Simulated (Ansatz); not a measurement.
Consider the substitution at a C–F bond: `N=C(F)S` + H₂S → `N=C(S)S` + H–F.

Gas-phase electronic energies from Ansatz, PBE0-D4/def2-TZVP geometries. CCSD(T)/CBS is the MP2 limit (def2-TZVPP, def2-QZVPP) plus CCSD(T) − MP2 in def2-TZVPP, frozen cores. This one scheme is used for every species. Functionals use def2-TZVPP. One conformer a species, not always the lowest.

```csv
level,ΔE (eV)
BHLYP-D4,-0.03
ωB97M-V,-0.02
```

(1) What does CCSD(T)/CBS give? (An estimate is asked.)

Largest T1 diagnostic among the species: 0.014.

Results:

(1) Computed: -0.20 eV. The listed levels differ from it by 0.17, 0.18 eV.

The D4 term adds −0.10 eV with B3LYP and −0.05 eV with PBE0; it sums over pairs of atoms, weighted by their polarisabilities, and B3LYP, whose exchange is more repulsive, gets the larger term. In def2-TZVPP, CCSD(T) changes the Hartree–Fock value by −0.28 eV (the triples alone add −0.05 eV) and MP2 by −0.41 eV.

B3LYP here is the variant with VWN-RPA as its local correlation; programs differ in this.
